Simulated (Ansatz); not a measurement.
Bond stretch in Na2, singlet.

- RCCSD(T) = CCSD(T) on RHF/cc-pVQZ, frozen core (Ansatz, a first-principles code)
- RKS-CAM-B3LYP = restricted CAM-B3LYP/cc-pVQZ (Ansatz)
- RKS-PBE = Ansatz with restricted PBE/cc-pVQZ
- RKS-BLYP = Ansatz with restricted BLYP/cc-pVQZ
- UCCSD(T) = CCSD(T) on UHF/cc-pVQZ, frozen core (Ansatz)
- UKS-CAM-B3LYP = unrestricted CAM-B3LYP/cc-pVQZ (Ansatz)
- UKS-PBE = Ansatz with unrestricted PBE/cc-pVQZ
- UKS-BLYP = unrestricted BLYP/cc-pVQZ run with Ansatz
- FCI = full CI/cc-pVQZ, frozen core in Ansatz

Cost and accuracy over the 20 points of the scan, with FCI as yardstick. Costs are rough ratios of core time within Ansatz on shared cores, each with its mean field (Kohn-Sham runs search longer for lower solutions than correlated ones do); the miss is the largest error against full CI of the curve after the mean shift, in kJ/mol.

Problem. Which is the cheapest of these levels that stays within 15 kJ/mol of FCI?

Solution. RCCSD(T).

```
level          relative cost  largest error
-------------  -------------  -------------
RCCSD(T)                   1            0.0
RKS-CAM-B3LYP              1           78.6
RKS-PBE                    1           33.9
RKS-BLYP                   2           24.5
UCCSD(T)                   3            0.4
UKS-CAM-B3LYP              4           15.0
UKS-PBE                    5           11.3
UKS-BLYP                   6           14.4
```

Costs within a factor of two of each other count as equal.

With two correlated electrons CCSD is exact in the basis where it finds the lowest root (RCCSD(T), UCCSD(T)). The restricted form behind RKS-CAM-B3LYP, RKS-PBE, RKS-BLYP keeps the bonding electrons paired and can't separate into open-shell fragments. The unrestricted determinant behind UCCSD(T) is spin-contaminated at 2.49 to 9.30 Å (<S²> up to 1.0, against 0.00 for a pure singlet). The unrestricted determinant behind UKS-CAM-B3LYP is spin-contaminated at 3.83 to 9.30 Å (<S²> up to 1.0, against 0.00 for a pure singlet). The unrestricted determinant behind UKS-PBE is spin-contaminated at 4.19 to 9.30 Å (<S²> up to 1.0, against 0.00 for a pure singlet). The unrestricted determinant behind UKS-BLYP is spin-contaminated at 5.07 to 9.30 Å (<S²> up to 1.0, against 0.00 for a pure singlet).
